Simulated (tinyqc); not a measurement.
MP2 on RHF in the sto-3g basis, for OH-, spin multiplicity 1, step by step. The basis has no diffuse functions, so it cannot describe the extra electron: this is an exercise in the method, not the real anion. One step of it, computed by the program tinyqc.

Problem. Integrals over molecular orbitals. (pq|rs) = sum C_ip C_jq C_kr C_ls (ij|kl), one index at a time.

coefficients C:
```
              MO1        MO2        MO3       MO4        MO5        MO6
1O 1s    0.993989  -0.227170  -0.127006  0.000000   0.000000   0.109079
1O 2s    0.027220   0.780345   0.683883  0.000000   0.000000  -0.815471
1O 2px   0.000000   0.000000   0.000000  0.992487  -0.122347   0.000000
1O 2py   0.000000   0.000000   0.000000  0.122347   0.992487   0.000000
1O 2pz   0.005519   0.117528  -0.590656  0.000000   0.000000  -1.010391
2H 1s   -0.009283   0.322323  -0.592018  0.000000   0.000000   1.258896
```

core Hamiltonian H = T + V (hartree):
```
             1O 1s      1O 2s     1O 2px     1O 2py     1O 2pz      2H 1s
1O 1s   -32.255131  -7.502551   0.000000   0.000000  -0.020796  -2.338248
1O 2s    -7.502551  -8.864996   0.000000   0.000000  -0.228773  -4.356502
1O 2px    0.000000   0.000000  -7.015567   0.000000   0.000000   0.000000
1O 2py    0.000000   0.000000   0.000000  -7.015567   0.000000   0.000000
1O 2pz   -0.020796  -0.228773   0.000000   0.000000  -7.184407  -2.839661
2H 1s    -2.338248  -4.356502   0.000000   0.000000  -2.839661  -5.275657
```

Two-electron integrals (ij|kl) in chemists' order, unique and non-zero (hartree):
```
(11|11) 4.785065   (21|11) 0.741380   (21|21) 0.136873   (22|11) 1.118947
(22|21) 0.256633   (22|22) 0.817206   (31|31) 0.024477   (32|31) 0.037809
(32|32) 0.180518   (33|11) 1.115814   (33|21) 0.256684   (33|22) 0.817023
(33|33) 0.880159   (41|41) 0.024477   (42|41) 0.037809   (42|42) 0.180518
(43|43) 0.047444   (44|11) 1.115814   (44|21) 0.256684   (44|22) 0.817023
(44|33) 0.785270   (44|44) 0.880159   (51|51) 0.024477   (52|51) 0.037809
(52|52) 0.180518   (53|53) 0.047444   (54|54) 0.047444   (55|11) 1.115814
(55|21) 0.256684   (55|22) 0.817023   (55|33) 0.785270   (55|44) 0.785270
(55|55) 0.880159   (61|11) 0.233944   (61|21) 0.042751   (61|22) 0.079399
(61|33) 0.079256   (61|44) 0.079256   (61|51) 0.001906   (61|52) 0.003544
(61|55) 0.079693   (61|61) 0.013518   (62|11) 0.501681   (62|21) 0.116206
(62|22) 0.401918   (62|33) 0.395727   (62|44) 0.395727   (62|51) 0.008507
(62|52) 0.061556   (62|55) 0.413943   (62|61) 0.036819   (62|62) 0.233234
(63|31) 0.012953   (63|32) 0.072439   (63|53) 0.013180   (63|63) 0.035647
(64|41) 0.012953   (64|42) 0.072439   (64|54) 0.013180   (64|64) 0.035647
(65|11) 0.330993   (65|21) 0.077765   (65|22) 0.287475   (65|33) 0.274086
(65|44) 0.274086   (65|51) 0.018070   (65|52) 0.115128   (65|55) 0.313945
(65|61) 0.025869   (65|62) 0.202742   (65|65) 0.210344   (66|11) 0.599730
(66|21) 0.141116   (66|22) 0.552115   (66|33) 0.529908   (66|44) 0.529908
(66|51) 0.014921   (66|52) 0.141621   (66|55) 0.595916   (66|61) 0.045234
(66|62) 0.381402   (66|65) 0.379783   (66|66) 0.774606
```

Give: one-electron integrals over orbitals h = C^T H C; Two-electron integrals over orbitals.

Solution.

one-electron integrals over orbitals h = C^T H C (hartree):
```
          1        2        3        4        5        6
1  -32.2364   0.5664   0.3071   0.0000   0.0000  -0.2636
2    0.5664  -7.1553  -0.5906   0.0000   0.0000   1.2782
3    0.3071  -0.5906  -6.3468   0.0000   0.0000  -1.1712
4    0.0000   0.0000   0.0000  -7.0156   0.0000   0.0000
5    0.0000   0.0000   0.0000   0.0000  -7.0156   0.0000
6   -0.2636   1.2782  -1.1712   0.0000   0.0000  -5.4856
```

Two-electron integrals over orbitals (pq|rs), unique and non-zero (hartree):
```
(11|11) 4.7434      (21|11) -0.4080     (21|21) 0.0556      (22|11) 0.9858
(22|21) -0.0117     (22|22) 0.7418      (31|11) -0.2287     (31|21) 0.0285
(31|22) -0.0173     (31|31) 0.0280      (32|11) 0.1688      (32|21) -0.0103
(32|22) -0.0192     (32|31) 0.0117      (32|32) 0.1439      (33|11) 0.9311
(33|21) -0.0122     (33|22) 0.6657      (33|31) 0.0054      (33|32) 0.0646
(33|33) 0.7308      (41|41) 0.0261      (42|41) 0.0316      (42|42) 0.1377
(43|41) 0.0167      (43|42) 0.0576      (43|43) 0.0598      (44|11) 1.1153
(44|21) -0.0118     (44|22) 0.7382      (44|31) -0.0065     (44|32) 0.0878
(44|33) 0.6984      (44|44) 0.8802      (51|51) 0.0261      (52|51) 0.0316
(52|52) 0.1377      (53|51) 0.0167      (53|52) 0.0576      (53|53) 0.0598
(54|54) 0.0474      (55|11) 1.1153      (55|21) -0.0118     (55|22) 0.7382
(55|31) -0.0065     (55|32) 0.0878      (55|33) 0.6984      (55|44) 0.7853
(55|55) 0.8802      (61|11) 0.1993      (61|21) -0.0307     (61|22) -0.0057
(61|31) -2.59e-04   (61|32) 0.0236      (61|33) 0.0195      (61|44) 0.0051
(61|55) 0.0051      (61|61) 0.0349      (62|11) -0.2756     (62|21) 0.0048
(62|22) -0.1205     (62|31) 0.0180      (62|32) -0.0039     (62|33) -0.0356
(62|44) -0.1402     (62|55) -0.1402     (62|61) 0.0143      (62|62) 0.1127
(63|11) 0.2340      (63|21) -0.0044     (63|22) 0.0545      (63|31) 0.0050
(63|32) 0.1048      (63|33) 0.1004      (63|44) 0.1224      (63|55) 0.1224
(63|61) 0.0106      (63|62) -0.0524     (63|63) 0.1299      (64|41) -0.0131
(64|42) -0.0499     (64|43) -1.55e-05   (64|64) 0.0398      (65|51) -0.0131
(65|52) -0.0499     (65|53) -1.55e-05   (65|65) 0.0398      (66|11) 0.9505
(66|21) -0.0096     (66|22) 0.7015      (66|31) -0.0198     (66|32) -0.0545
(66|33) 0.6477      (66|44) 0.6644      (66|55) 0.6644      (66|61) -0.0113
(66|62) -0.0870     (66|63) 0.0173      (66|66) 0.7300
```
